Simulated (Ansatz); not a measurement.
# FH: the cost of one run

Method: RHF-CCSD(T), frozen core/def2-TZVPD; program: Ansatz 0.2.0.

### Step 1. Reference run: HF, relaxed

Input file input.yaml:

```yaml
crystal:
  periodic: [false, false, false]
  atoms:
    - { symbol: F, position_ang: [0.0, 0.0, 0.0] }
    - { symbol: H, position_ang: [0.91, 0.0, 0.0] }
basis:
  gaussian: { orbitals: def2-TZVPD }
hamiltonian:
  xc: hf
output:
  forces: true
correlation:
  method: ccsd_t
relax:
  f_tol: 0.003
  max_steps: 120
```

Run with:

```console
$ ansatz run input.yaml --threads 1 --pin off --max-ram 2560MiB --backend cpu --events-out ev --progress --plain --runs-dir out
```

Q: Estimate wall time and peak memory on 1 thread of Intel Xeon 6975P-C (Granite Rapids), shared host.

About 2.8 s, with a peak of 0.14 GiB.
